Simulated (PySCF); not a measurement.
**Chlorine: a sound run and one with changed settings**

Sound run: Cl [Ne] 3s2 3p5, Cl⁺ [Ne] 3s2 3p4. Computed with PySCF 2.14 in x2c-TZVPall (5s5p2d1f, 37 functions), with the spin-free X2C one-electron Hamiltonian (Gaussian nucleus). In the sound run the correlated levels freeze [Ne]. The sound run starts from symmetry-adapted Hartree-Fock orbitals and uses a fine grid where one is needed.

Changed run: basis STO-3G, all-electron and non-relativistic. This setting is unsound on purpose.

```
species  method  sound run (hartree)  changed run (hartree)  converged
     Cl     UHF           -460.88778             -454.54219        yes
     Cl     PBE           -461.38210             -454.91339        yes
     Cl  r2SCAN           -461.53538             -455.11316        yes
     Cl     MP2           -461.04303             -454.54219        yes
    Cl⁺     UHF           -460.45561             -454.12970        yes
    Cl⁺     PBE           -460.90659             -454.45362        yes
    Cl⁺  r2SCAN           -461.05783             -454.65099        yes
    Cl⁺     MP2           -460.57638             -454.12970        yes
```

Ionisation energy of Cl:

```json
{"method": "UHF", "sound run (eV)": "11.760", "changed run (eV)": "11.224"}
{"method": "PBE", "sound run (eV)": "12.939", "changed run (eV)": "12.511"}
{"method": "r2SCAN", "sound run (eV)": "12.995", "changed run (eV)": "12.576"}
{"method": "MP2", "sound run (eV)": "12.698", "changed run (eV)": "11.224"}
{"method": "SCS-MP2", "sound run (eV)": "12.694", "changed run (eV)": "11.224"}
```

A minimal basis cannot let orbitals breathe on ionisation and holds almost no correlation. The Hamiltonian changed with the basis, so the totals do not compare.

For comparison, NIST gives 12.968 eV between the lowest levels.
